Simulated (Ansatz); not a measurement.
# 1T (CdI2-type) SnSe2

All values below come from PBE0-D4 (plane waves, PAW; Ansatz, an electronic-structure program).

Cell: relaxed at this level.

```
Quantity                         Value
-------------------------  -----------
interlayer binding energy  22.0 meV/Å²
layer repeat distance          6.076 Å
gap between the layers         2.950 Å
```

Note: exact exchange on metals is sensitive to the k mesh and can open a false gap.

Spin–orbit coupling is not included.

Computed values are for the static lattice.

The result took around 50 core-minutes (rough).
